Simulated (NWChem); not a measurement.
# F2 (fluorine) at CCSD/pcseg-1

Aim: the vertical ionisation energy of F2 (fluorine) at CCSD/pcseg-1, from 2 runs. 

The results are computed with NWChem 7.3.0.

3 further runs of the same task are left out: 1 that didn't finish, 2 set aside as unsound or not needed.

## (1) The molecule

The species is F2 (2 atoms), meant as a singlet with charge 0. SMILES: `FF`. The shape is that of a PBE0-D4/def2-TZVP optimisation.

Bond lengths: F1–F2 1.376 Å.

## (2) A single-point energy at CCSD/pcseg-1

File test.nw:

```
start test
title "F2 energy"
memory stack 880 mb heap 220 mb global 1100 mb
charge 0

geometry units angstrom noautosym nocenter noautoz
F     -0.583900     0.212400    -0.295000
F      0.583900    -0.212400     0.295000
end

basis spherical bse
F library pcseg-1
end

scf
thresh 1e-08
maxiter 80
print low
end

ccsd
freeze core 2
maxiter 60
end

task ccsd
```

Launch:

```bash
$ nwchem test.nw > test.out
```

What it wrote:

```text
[...]
  functions       =    28
[...]
  wavefunction    = RHF
[...]
         Total SCF energy =   -198.616378574801
      One-electron energy =   -339.793147021535
      Two-electron energy =    110.017315441556
 Nuclear repulsion energy =     31.159453005178
        Time for solution =      0.3s
[...]
 Total MP2 energy:           -199.002016690070576
[...]
             energy      energy      error      ampl     ampl      Block
                                                time     time      time
[...]
 Total CCSD energy:           -199.006183240161334
[...]
```

Wall time 1.8 s (1 thread of Intel Xeon Platinum 8375C at 2.90GHz (Ice Lake), shared host); peak memory 0.1 GiB.

## (3) The doublet cation, same level

File f2.xyz:

```xyz
2

F     -0.583900     0.212400    -0.295000
F      0.583900    -0.212400     0.295000
```

File f2.nw:

```
start f2
memory 2200 mb
charge 1

geometry units angstroms noautosym nocenter noautoz
  load format xyz f2.xyz
end

basis spherical bse
  * library pcseg-1
end

scf
  doublet
  uhf
  thresh 1e-08
  maxiter 80
  print low
end

tce
  scf
  ccsd
  freeze core 2
  maxiter 60
end

task tce
```

Launch:

```bash
$ nwchem f2.nw > f2.out
```

What it wrote:

```text
[...]
  functions       =    28
[...]
  wavefunction    = UHF
[...]
         Total SCF energy =   -198.017359070945
      One electron energy =   -330.613281528578
      Two electron energy =    101.436469452454
 Nuclear repulsion energy =     31.159453005178
                       Sz =      0.5000
                 Sz(Sz+1) =      0.7500
                      S^2 =      0.7667
[...]
         Wavefunction type : Unrestricted Hartree-Fock
          No. of electrons :    17
[...]
         Spin multiplicity : doublet
[...]
 CCSD total energy / hartree       =      -198.426735438689008
[...]
```

It took 1.5 s on 1 thread of Intel Xeon Platinum 8375C at 2.90GHz (Ice Lake), shared host; peak memory 0.12 GiB.

## (4) What came out

At CCSD/pcseg-1, 2 core orbitals frozen:

| quantity | value |
| --- | --- |
| singlet F2: total energy | -199.00618 Eh |
| singlet F2: correlation energy (2 core orbitals frozen) | -389.8 mEh |
| doublet cation: total energy | -198.42674 Eh |
| doublet cation: correlation energy (2 core orbitals frozen) | -409.4 mEh |
| doublet cation: ⟨S²⟩ of the reference determinant | 0.767 |
| vertical ionisation energy (to the doublet cation) | 15.768 eV |

In words: The vertical ionisation energy comes to 15.77 eV (364 kcal/mol).
